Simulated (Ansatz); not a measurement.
A nudged elastic band was laid between two geometries of CH$_{4}$MgS (7 atoms, charge 0, multiplicity 1).

Theory: RKS PBE0-D4/def2-SVP in Ansatz.

```
movable images  : 5
climbing image  : yes
spring          : 5.0 eV/Å²
optimiser       : quadratic models (default)
start path      : through a guess of the saddle point
force threshold : 0.03 eV/Å
iteration limit : 60
end points      : relaxed
```

First end point:

```xyz
7
Properties=species:S:1:pos:R:3
C -0.852 0.831 -0.113
S -0.305 -0.285 1.233
Mg 1.449 -1.478 0.306
H -1.214 0.279 -0.992
H -0.062 1.530 -0.422
H -1.690 1.424 0.280
H 2.737 -2.370 -0.339
```

Last end point:

```xyz
7
Properties=species:S:1:pos:R:3
C -0.129 0.445 -0.249
S -1.309 -0.160 0.981
Mg 1.430 -0.983 -0.223
H -2.289 0.777 0.918
H 0.240 1.450 0.018
H -0.595 0.505 -1.247
H 2.711 -2.101 -0.242
```

Question: Which bonds break or form, and what moves?

Answer: Bonds broken: C1–H4. Bonds formed: C1–Mg3, S2–H4.

Question: What energy profile does the band end with?

Answer: The forces met the threshold. The highest image is number 3 of 0 to 6, 3.05 eV above the first end and 1.72 eV above the last; the last end lies 1.33 eV above the first. Beside the main top the profile has a ripple of under 15 meV (maxima at images 3, 5), which may be a very shallow well or noise. Neighbouring images differ by up to 2.2 eV, so the band resolves the path poorly. A vibrational analysis at the climbing image gives one clearly imaginary mode, 1329i cm⁻¹: a first-order saddle point. The orbitals stay closed-shell, which can raise the energy where a bond breaks towards radicals; this wasn't checked here.

```csv
image,path coordinate (Å),energy (eV),C1–H4 (Å),C1–Mg3 (Å),S2–H4 (Å)
0,0.00,0.00,1.10,3.29,2.47
1,0.87,0.08,1.10,2.90,2.47
2,1.73,0.89,1.10,2.39,2.20
3,2.60,3.05,1.36,2.21,1.50
4,3.76,1.34,2.38,2.09,1.35
5,4.92,1.36,2.51,2.10,1.35
6,6.08,1.33,2.48,2.11,1.36
```

Question: What is the geometry of the highest image?

Answer: 
```xyz
7
Properties=species:S:1:pos:R:3
C -0.386 0.764 -0.220
S -1.005 -0.355 1.304
Mg 0.973 -0.978 -0.082
H -1.055 -0.420 -0.195
H 0.394 1.442 0.169
H -1.212 1.375 -0.603
H 2.354 -1.894 -0.419
```

Time of the run: 3.1 min on 1 thread of Arm Neoverse V2, with other jobs on the host, peak memory 0.24 GiB.
